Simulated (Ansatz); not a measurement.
Process, species as SMILES: O (H2O) + H+ → [OH3+]
B3LYP-D3(BJ)/def2-TZVP geometries, fixed; electronic energies without zero-point terms; positive where energy is released.
Largest species:
```
O
H 1 0.9812
H 1 0.9812 2 113.40
H 1 0.9812 2 113.40 3 131.22
```
Charge +1, spin multiplicity 1.

Basis-set convergence of the proton affinity at r2SCAN with Ansatz (a first-principles code). Cartesian d functions, on some or all atoms, in 6-31G*, 6-31+G*; all else is spherical. The program fits the integrals of some runs and decomposes those of others, by size. No added dispersion term, no relativity. Functions are those of the species that has most. Reference: the value in pcseg-4, 172.66 kcal/mol, itself unsure by roughly 0.13 kcal/mol (its mean distance from aug-pcseg-3, aug-cc-pVQZ, cc-pV5Z). Deviations are taken from unrounded values.

```json
[
 {"basis": "6-31G*", "functions": "21", "proton affinity (kcal/mol)": "175.63"},
 {"basis": "6-31+G*", "functions": "25", "proton affinity (kcal/mol)": "169.81"},
 {"basis": "cc-pVDZ", "functions": "29", "proton affinity (kcal/mol)": "178.35"},
 {"basis": "aug-cc-pVDZ", "functions": "50", "proton affinity (kcal/mol)": "170.68"},
 {"basis": "def2-SVP", "functions": "29", "proton affinity (kcal/mol)": "178.98"},
 {"basis": "def2-SVPD", "functions": "47", "proton affinity (kcal/mol)": "171.25"},
 {"basis": "pcseg-1", "functions": "29", "proton affinity (kcal/mol)": "171.76"},
 {"basis": "aug-pcseg-1", "functions": "50", "proton affinity (kcal/mol)": "168.91"},
 {"basis": "6-311G**", "functions": "36", "proton affinity (kcal/mol)": "177.48"},
 {"basis": "6-311+G**", "functions": "40", "proton affinity (kcal/mol)": "172.23"},
 {"basis": "def2-TZVP", "functions": "49", "proton affinity (kcal/mol)": "173.54"},
 {"basis": "def2-TZVPD", "functions": "67", "proton affinity (kcal/mol)": "171.79"},
 {"basis": "cc-pVTZ", "functions": "72", "proton affinity (kcal/mol)": "175.19"},
 {"basis": "aug-cc-pVTZ", "functions": "115", "proton affinity (kcal/mol)": "172.36"},
 {"basis": "pcseg-2", "functions": "72", "proton affinity (kcal/mol)": "173.09"},
 {"basis": "aug-pcseg-2", "functions": "115", "proton affinity (kcal/mol)": "172.49"},
 {"basis": "def2-TZVPP", "functions": "73", "proton affinity (kcal/mol)": "173.78"},
 {"basis": "def2-TZVPPD", "functions": "91", "proton affinity (kcal/mol)": "172.46"},
 {"basis": "cc-pVQZ", "functions": "145", "proton affinity (kcal/mol)": "173.79"},
 {"basis": "aug-cc-pVQZ", "functions": "218", "proton affinity (kcal/mol)": "172.57"},
 {"basis": "def2-QZVPP", "functions": "147", "proton affinity (kcal/mol)": "173.01"},
 {"basis": "def2-QZVPPD", "functions": "165", "proton affinity (kcal/mol)": "172.58"},
 {"basis": "pcseg-3", "functions": "159", "proton affinity (kcal/mol)": "172.71"},
 {"basis": "aug-pcseg-3", "functions": "232", "proton affinity (kcal/mol)": "172.65"}
]
```

What the diffuse functions change, pair by pair:
- 6-31G* to 6-31+G*: 4 more functions, deviation 2.97 to -2.85 kcal/mol
- cc-pVDZ to aug-cc-pVDZ: 21 more functions, deviation 5.70 to -1.98 kcal/mol
- def2-SVP to def2-SVPD: 18 more functions, deviation 6.33 to -1.41 kcal/mol
- pcseg-1 to aug-pcseg-1: 21 more functions, deviation -0.89 to -3.75 kcal/mol
- 6-311G** to 6-311+G**: 4 more functions, deviation 4.83 to -0.42 kcal/mol
- def2-TZVP to def2-TZVPD: 18 more functions, deviation 0.88 to -0.87 kcal/mol
- cc-pVTZ to aug-cc-pVTZ: 43 more functions, deviation 2.53 to -0.30 kcal/mol
- pcseg-2 to aug-pcseg-2: 43 more functions, deviation 0.43 to -0.16 kcal/mol
- def2-TZVPP to def2-TZVPPD: 18 more functions, deviation 1.13 to -0.19 kcal/mol
- cc-pVQZ to aug-cc-pVQZ: 73 more functions, deviation 1.14 to -0.09 kcal/mol
- def2-QZVPP to def2-QZVPPD: 18 more functions, deviation 0.36 to -0.07 kcal/mol
- pcseg-3 to aug-pcseg-3: 73 more functions, deviation 0.05 to -0.01 kcal/mol

They bring the value nearer the reference by more than 0.13 kcal/mol in 8 of 12 pairs.
